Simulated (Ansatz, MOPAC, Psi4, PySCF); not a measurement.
Molecule: C$_{4}$H$_{7}$, net charge 0, doublet state. SMILES: C1CC[CH]1
Geometry: optimised at B3LYP-D3(BJ)/def2-TZVP (Ansatz, a quantum-chemistry and plane-wave program).

Property: enthalpy of formation at 298 K, in kcal/mol. Conventions: valence correlation only; spin-orbit terms left out; 6-311+G** with 5d; UHF or UKS for open shells; non-relativistic; no dispersion term unless named; 6-31G* and kin with 6d, 5d where marked. CBS(X,Y): correlation extrapolated as X^-3; Hartree-Fock from the larger set. The bracket is a focal-point correction in the basis named. Ab initio and DFT rows: single points at B3LYP-D3(BJ) geometries (Ansatz), with unscaled harmonic terms from B3LYP/6-31G* at its own minima, enthalpies of formation by atomisation with measured atoms. Semi-empirical rows: MOPAC heats of formation at their own minima for 298 K.

Coupled cluster (Ansatz) is a level with limits of its own, used here on species with T1 under 0.025 (0.045 for open shells) and stable references: RI-MP2/CBS(cc-pVTZ,cc-pVQZ)+[CCSD(T)-MP2]/cc-pVDZ.

Value to compare with, RI-MP2/CBS(cc-pVTZ,cc-pVQZ)+[CCSD(T)-MP2]/cc-pVDZ (Ansatz): 56.5 kcal/mol.

```
level                        program  enthalpy of formation at 298 K (kcal/mol)  difference
--------------------  --------------  -----------------------------------------  ----------
PM3                            MOPAC                                       28.3       -28.2
HF/3-21G                      Ansatz                                      343.0       286.5
HF/6-311+G**                  Ansatz                                      314.1       257.6
PBE/def2-SVP                  Ansatz                                       21.3       -35.2
PBE/6-311+G**                 Ansatz                                       35.9       -20.6
BLYP/6-31G*                   Ansatz                                       63.8         7.3
BP86/def2-SVP                  PySCF                                       15.5       -41.0
BP86/6-31G* (5d)               PySCF                                       18.9       -37.6
B3LYP/STO-3G                  Ansatz                                     -147.4      -203.9
B3LYP/6-31G*                  Ansatz                                       56.4        -0.1
B3LYP/6-311+G**               Ansatz                                       64.6         8.1
PBE0/6-311+G**                Ansatz                                       47.5        -9.0
M06-2X/6-31G* (5d)             PySCF                                       50.9        -5.6
wB97X-D/6-31G*                  Psi4                                       49.1        -7.4
r2SCAN-D4/def2-TZVPD  Ansatz + dftd4                                       48.1        -8.4
```

Among the 14 habitual levels, HF/3-21G lies farthest from RI-MP2/CBS(cc-pVTZ,cc-pVQZ)+[CCSD(T)-MP2]/cc-pVDZ (Ansatz) (286.5 kcal/mol) and B3LYP/6-31G* nearest (-0.1); 4 of 14 lie above it, and their mean absolute difference is 67.7 kcal/mol, the median 24.4. One case shows no general order.

The levels are drawn from those run, B3LYP/6-31G* more often than the rest, none by its result; runs whose electronic state is in doubt are left out.
